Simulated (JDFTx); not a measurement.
Input for JDFTx (a modified build): sulfur dioxide, SO2 (SMILES O=S=O), charge 0, multiplicity 1, linear PCM (GLSSA13), glyme, no salt; lengths in bohr, energies in hartree. The run starts from orbitals saved by an earlier run of the same system.

```
lattice \
  18.8972612463 0.0000000000 0.0000000000 \
  0.0000000000 16.0626720593 0.0000000000 \
  0.0000000000 0.0000000000 14.1729459347
coords-type Cartesian
ion O -2.3026729781 0.7143646718 -0.0000000000 0
ion S -0.0003611475 -0.7143646718 0.0000000000 0
ion O 2.3026729781 0.7142152932 -0.0000000000 0
ion-species pseudo/o_pbe_v1.2.upf
ion-species pseudo/s_pbe_v1.4.upf
elec-cutoff 20 100
elec-ex-corr gga-PBE
symmetries none
elec-n-bands 9
electronic-minimize nIterations 150 energyDiffThreshold 1e-7
fluid LinearPCM
pcm-variant GLSSA13
fluid-solvent Glyme
fluid-minimize nIterations 400 knormThreshold 1e-11
wavefunction read s0.wfns 12
dump-name s5.$VAR
dump End State Ecomponents EigStats BandEigs Forces ElecDensity IonicPositions FluidDebug
```

The log closes as follows.

```
[...]
ElecMinimize: Iter:   7  Etot: -42.417727258305334  |grad|_K:  6.273e-07  alpha:  6.770e-01  linmin:  1.061e-04
ElecMinimize: Iter:   8  Etot: -42.417727301780232  |grad|_K:  3.434e-07  alpha:  6.698e-01  linmin:  1.568e-04
ElecMinimize: Iter:   9  Etot: -42.417727316154767  |grad|_K:  1.723e-07  alpha:  7.387e-01  linmin: -3.331e-03
ElecMinimize: Converged (|Delta Etot|<1.000000e-07 for 2 iters).

# Ionic positions in cartesian coordinates:
ion O  -2.302672978100000   0.714364671800000   0.000000000000000 0
ion O   2.302672978100000   0.714215293200000   0.000000000000000 0
ion S  -0.000361147500000  -0.714364671800000   0.000000000000000 0

# Forces in Cartesian coordinates:
force O  -0.025358651343456   0.007820862780241  -0.000055025168396 0
force O   0.025018961728061   0.007664032209654   0.000096983401092 0
force S   0.000297656920368  -0.016290774664401   0.000005657699461 0

# Energy components:
   A_diel =       -0.0064118574763906
   Eewald =        7.0328944744733093
       EH =       42.6722901620658916
     Eloc =     -107.5818486383827377
      Enl =        6.3017713371486188
      Exc =      -11.4790107695717705
 Exc_core =        1.8978280828388783
       KE =       18.7447598927494354
-------------------------------------
     Etot =      -42.4177273161547674
```

The run took 10 electronic cycles (a count that differs between repeats, as do the digits past 10⁻⁶ Ha); the total lies -0.17 eV from the vacuum run at this geometry.
